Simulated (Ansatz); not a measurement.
Ideal-gas functions of CHP (`C#P`) at 298.15 K and 1 bar, from an Ansatz frequency run at PBE0-D4/def2-TZVP.

Molar mass 43.99 g/mol, point group C∞v (symmetry number 1), electronic degeneracy 1, moments of inertia 24.938 u Å². Harmonic wavenumbers (cm⁻¹, unscaled): 733, 733, 1365, 3365.

Use S(trans) = R[1.5 ln M + 2.5 ln T − 1.1517]; rotational temperatures θ = 24.2544 K / I; S(rot) = R[ln(T/σθ) + 1]; for each mode x = 1.438777 ν̃/T, S = R[x/(eˣ − 1) − ln(1 − e⁻ˣ)] and H = RT x/(eˣ − 1); 1 cm⁻¹ = 0.0119627 kJ/mol; R = 8.31446 J/(mol·K).

Question: By hand: the entropy, in J/(mol·K).

Answer: Translation 156.0. Rotation: θ = 0.9726 K, giving 55.9. Vibration, mode by mode: 1.13, 1.13, 0.09, 0.00, in all 2.3. Electronic 0.0. Sum 214.2 J/(mol·K).

Question: By hand: H − E and G − E in kJ/mol, counted from the electronic energy.

Answer: Zero-point energy ½ × 6196 × 0.0119627 = 37.1; thermal vibration 0.5; translation, rotation and pV give 3.5 RT = 8.7. H − E = 46.3 kJ/mol, and G − E = 46.3 − 298.15 × 214.2/1000 = -17.6 kJ/mol.

Vibration gives 1 % of the entropy; all modes have x over 3 and are hardly excited.
